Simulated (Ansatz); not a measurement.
Basis-set extrapolation for CH$_{3}$NO (`C=NO`) (PBE0-D4/def2-TZVP geometry, frozen core, the Gaussian-basis code of Ansatz). Multiplicity 1, RHF reference.

```
                      def2-TZVPP   def2-QZVPP
                 HF  -168.919311  -168.927173
    MP2 correlation    -0.606092    -0.650443
CCSD(T) correlation    -0.648441    -0.688967
```

Energies in hartree. Use E(X) = E(∞) + A·exp(−7.88·√X) for Hartree–Fock and E(X) = E(∞) + B·X^(−2.97) for correlation, with X = 3 and 4.

Task: What is the CCSD(T) energy at the basis-set limit?

Result: HF limit: -168.927173 + (-0.007862) × 0.13774 = -168.92826. Correlation limit: -0.688967 + (-0.040526) × 0.74074 = -0.71899. Total: -169.64725 hartree, 208.7 kJ/mol below CCSD(T)/def2-TZVPP.
